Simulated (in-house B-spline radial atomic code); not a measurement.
The numbers below are computed, except where a source is named.
# B ion on Al atom: potential, deflection and energy transfer

The pair potential comes from two frozen, spherical free-atom densities (PBE, B-spline radial code, scalar-relativistic past argon): electrostatics plus the change in Thomas-Fermi kinetic and Dirac exchange energy where they overlap, the recipe behind the universal ZBL potential, which averages such potentials (from solid-state densities) over many pairs. It is written V = (Z1 Z2 e²/r) φ(r/a), with e² = 14.3996 eV·Å and a = 0.46850 Å/(Z1^0.23 + Z2^0.23); ZBL's fit is φ = 0.18175 e^(−3.1998x) + 0.50986 e^(−0.94229x) + 0.28022 e^(−0.4029x) + 0.02817 e^(−0.20162x). Where φ falls below 4e-4 it is continued as an exponential.

Masses 10.81 and 26.98 u.

| x = r/a | φ, this pair | φ, ZBL |
| --- | --- | --- |
| 0.1 | 0.9049 | 0.8928 |
| 0.5 | 0.6435 | 0.6096 |
| 1.5 | 0.3284 | 0.2995 |
| 3 | 0.1455 | 0.1292 |
| 5 | 0.06227 | 0.05224 |
| 8 | 0.02158 | 0.01705 |
| 12 | 0.003936 | 0.00474 |

Task: At x = 0.5 the electrostatic, kinetic and exchange parts are 7039.59, 1398.3 and -76.25 eV. Find r, V and φ.

Result: a = 0.46850/(1.4480 + 1.8039) = 0.14407 Å, so r = 0.07204 Å. V = 7039.59 + 1398.3 + (-76.25) = 8361.64 eV. The bare repulsion is 5 × 13 × 14.3996/0.07204 = 12993 eV, so φ = 0.6435, +5.6 % against ZBL's 0.6096. The kinetic (Pauli) term is 17 % of V here.

Task: The ion comes in at 9.1 keV with impact parameter 0.2881 Å. The scattering integral gives a centre-of-mass angle of 10.79° and a closest approach of 2.119 a. What are the reduced energy, the energy passed on and the laboratory angles?

Result: ε = E a M2/(Z1 Z2 e² (M1 + M2)) = 9100 × 1.0990e-04 = 1. The most that one collision can pass on is γE with γ = 4 M1 M2/(M1 + M2)² = 0.8169. Here T = γE sin²(θ/2) = 0.8169 × 9100 × 0.008838 = 65.7 eV. The ion turns by arctan(sin θ/(cos θ + M1/M2)) = 7.7°, and the struck atom leaves at (180° − θ)/2 = 84.6°. The closest approach is 0.305 Å. With ZBL the angle would be 9.88° and T = 55.1 eV.
